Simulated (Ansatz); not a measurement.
# SiO2 (silicon dioxide molecule) at 6 levels

Aim: a comparison of 6 runs (UHF/STO-3G, BHLYP/STO-3G, UPBE/STO-3G, r2SCAN/STO-3G, CCSD/STO-3G, FCI/STO-3G) of SiO2 (silicon dioxide molecule). 

The results are computed with Ansatz 0.2.0.

37 further runs of the same task are left out: 8 that didn't finish, 29 set aside as unsound or not needed.

## (1) The molecule

SiO2 has 3 atoms, charge 0, and is taken as a singlet. As SMILES, `O=[Si]=O`. The Si2–O1 distance was set to 2.237 Å, away from the relaxed value.

Bond lengths: Si2–O3 1.491 Å. A long bond or contact: O1–Si2 2.237 Å.

## (2) The energy at UHF/STO-3G (run 1)

Contents of molecule.yaml:

```yaml
basis:
  gaussian: {orbitals: STO-3G}
crystal:
  periodic: [false, false, false]
  atoms:
    - {symbol: O, position_ang: [1.037222, 1.825736, 0.770699]}
    - {symbol: Si, position_ang: [-0.000730, 0.000440, -0.000160]}
    - {symbol: O, position_ang: [-0.690510, -1.217740, -0.513580]}
magnetization: {spin_polarized: true}
hamiltonian: {xc: hf}
accuracy: high
```

On the command line:

```
ansatz run molecule.yaml --threads 1 --pin off --max-ram 2610MiB --events-out events.jsonl --progress --plain --runs-dir runs
```

Output (excerpt; [...] marks lines left out):

```text
Warning: RAYON_NUM_THREADS=1 ignored (pool sized by the plan → 1); use --threads N
Functional definition: HF
  name "HF"
[...]
315 factors; integrals over basis functions are off by at most 2.4e-8 eV
[...]
mean field -11786.23053020 eV, -433.1359829910 hartree, gradient 2.1e-8 eV, S^2 1.243098; 14 other end points of the search recorded, 0 dependent functions left out
reference -11786.23053020 eV, -433.1359829910 hartree; 15, 15 occupied and 4, 4 virtual orbitals, 315 factors
Total energy: -11786.23053020 eV, -433.1359829910 hartree
```

It took 6.3 s on 1 thread of AMD EPYC 7R43 (Zen 3), shared host.

## (3) A single-point energy at BHLYP/STO-3G (run 2)

Contents of molecule.yaml:

```yaml
basis:
  gaussian:
    orbitals: STO-3G
crystal:
  periodic: [false, false, false]
  atoms:
    - {symbol: O, position_ang: [1.037222, 1.825736, 0.770699]}
    - {symbol: Si, position_ang: [-0.000730, 0.000440, -0.000160]}
    - {symbol: O, position_ang: [-0.690510, -1.217740, -0.513580]}
hamiltonian:
  xc: {name: BHLYP}
accuracy: high
```

On the command line:

```
ansatz run molecule.yaml --threads 1 --pin off --max-ram 2610MiB --events-out events.jsonl --progress --plain --runs-dir runs
```

Output:

```text
Warning: RAYON_NUM_THREADS=1 ignored (pool sized by the plan → 1); use --threads N
Functional definition: BHLYP
  name "BHLYP"
  parameter a = 0.5
  exchange = (1 - a)*b88_x + a*exact_x
  correlation = lyp_c
315 factors; integrals over basis functions are off by at most 2.4e-8 eV
mean field evaluation 1: about -11802.3147 eV, gradient 5.2e1 eV
mean field evaluation 2: about -11645.4244 eV, gradient 1.2e2 eV
mean field evaluation 4: about -11799.0325 eV, gradient 6.4e1 eV
mean field evaluation 8: about -11815.4136 eV, gradient 2.9e-1 eV
mean field evaluation 16: about -11815.4147 eV, gradient 1.5e-8 eV
mean field -11815.41467168 eV, -434.2084804086 hartree, gradient 1.5e-8 eV, S^2 0.000000; 0 other end points of the search recorded, 0 dependent functions left out
reference -11815.41468601 eV, -434.2084809352 hartree; 15, 15 occupied and 4, 4 virtual orbitals, 315 factors
Total energy: -11815.41468601 eV, -434.2084809352 hartree
```

Wall time 1 s (1 thread of AMD EPYC 7R43 (Zen 3), shared host); peak memory 0.1 GiB.

Runs 3 to 4 aren't shown in full; the table further down has their settings and results.

## (4) The energy at CCSD/STO-3G (run 5)

Contents of run.yaml:

```yaml
crystal:
  periodic: [false, false, false]
  atoms:
    - symbol: O
      position_ang: [1.037222, 1.825736, 0.770699]
    - symbol: Si
      position_ang: [-0.000730, 0.000440, -0.000160]
    - symbol: O
      position_ang: [-0.690510, -1.217740, -0.513580]
basis:
  gaussian:
    orbitals: STO-3G
correlation:
  method: ccsd
  frozen_orbitals: {O: 1, Si: 5}
accuracy: high
scf:
  omitted_lower_state_checks: [cluster_reference, increment]
```

On the command line:

```
ansatz run run.yaml --threads 1 --pin off --max-ram 2610MiB --events-out events.jsonl --progress --plain --runs-dir runs
```

Output:

```text
Warning: RAYON_NUM_THREADS=1 ignored (pool sized by the plan → 1); use --threads N
[... 15 lines left out ...]
7 core orbitals not correlated: weight in the atoms' cores, before any rotation towards them, 1.000 or more for the frozen orbitals, at most 0.000 for the correlated occupied ones
[... 51 lines left out ...]
Total energy: -11789.31769392 eV, -433.2494341649 hartree
Checks for a lower state left out: cluster_reference, increment
```

Run time: 0.55 s. Hardware: 1 thread of AMD EPYC 7R43 (Zen 3), shared host.

## (5) The energy at FCI/STO-3G (run 6)

Contents of molecule.yaml:

```yaml
crystal:
  periodic: [false, false, false]
  atoms:
    - symbol: O
      position_ang: [1.037222, 1.825736, 0.770699]
    - symbol: Si
      position_ang: [-0.000730, 0.000440, -0.000160]
    - symbol: O
      position_ang: [-0.690510, -1.217740, -0.513580]
basis:
  gaussian:
    orbitals: STO-3G
correlation:
  method: fci
  frozen_orbitals: {O: 1, Si: 5}
accuracy: high
```

On the command line:

```
ansatz run molecule.yaml --threads 1 --pin off --max-ram 2610MiB --events-out events.jsonl --progress --plain --runs-dir runs
```

Output (excerpt; [...] marks lines left out):

```text
Warning: RAYON_NUM_THREADS=1 ignored (pool sized by the plan → 1); use --threads N
[... 2 set-up lines as earlier in the session ...]
[...]
315 factors; integrals over basis functions are off by at most 2.4e-8 eV
[...]
mean field -11784.83500756 eV, -433.0846984797 hartree, gradient 2.5e-8 eV, S^2 0.000000; 8 other end points of the search recorded, 0 dependent functions left out; unrestricted orbitals would lower it
[...]
determinant -11784.83500756 eV, -433.0846984797 hartree, with singles and doubles -11789.23822708 eV, -433.2465138125 hartree
determinant -11782.48222613 eV, -432.9982353572 hartree, with singles and doubles -11786.93998482 eV, -433.1620549671 hartree
unrestricted determinant -11786.23051578 eV, -433.1359824611 hartree, S^2 1.2433
7 core orbitals not correlated: weight in the atoms' cores, before any rotation towards them, 1.000 or more for the frozen orbitals, at most 0.000 for the correlated occupied ones
reference -11784.83500756 eV, -433.0846984797 hartree; 8, 8 occupied and 4, 4 virtual orbitals, 315 factors
state -11789.86438238 eV, -433.2695245955 hartree
Total energy: -11789.86438238 eV, -433.2695245955 hartree
```

It took 2.3 s on 1 thread of AMD EPYC 7R43 (Zen 3), shared host; peak memory 0.11 GiB.

## (6) The series

```tsv
run	level	frozen core orbitals	energy (Eh)	wall time
1	UHF/STO-3G	–	-433.135983	6.3 s
2	BHLYP/STO-3G	–	-434.208481	1 s
3	UPBE/STO-3G	–	-434.004092	67 s
4	r2SCAN/STO-3G	–	-434.213120	2 s
5	CCSD/STO-3G	7	-433.249434	0.55 s
6	FCI/STO-3G	7	-433.269525	2.3 s
```

## (7) Results

```
                                          quantity          value
                               run 6: total energy  -433.26952 Eh
run 6: correlation energy (7 core orbitals frozen)     -184.8 mEh
```

In words: Against full CI in this basis: UHF +133.5 mEh; CCSD +20.1 mEh. Totals of different functionals can't be ranked against each other. In run 5 the T1 diagnostic is large, so a single reference may not serve. In run 5 the log says that unrestricted orbitals would lower the reference, so the values rest on an unstable closed-shell determinant (other closed-shell runs at this shape may share the fault). In runs 1, 2, 3, 4, 5, 6 the basis is minimal, so the values are rough. Spin contamination of the reference: run 1 ⟨S²⟩ = 1.24, run 3 ⟨S²⟩ = 0.82. Where it is this large, the reference is a mixture of spin states, and values that rest on it are in doubt. All runs together took 79 s, the longest 67 s.
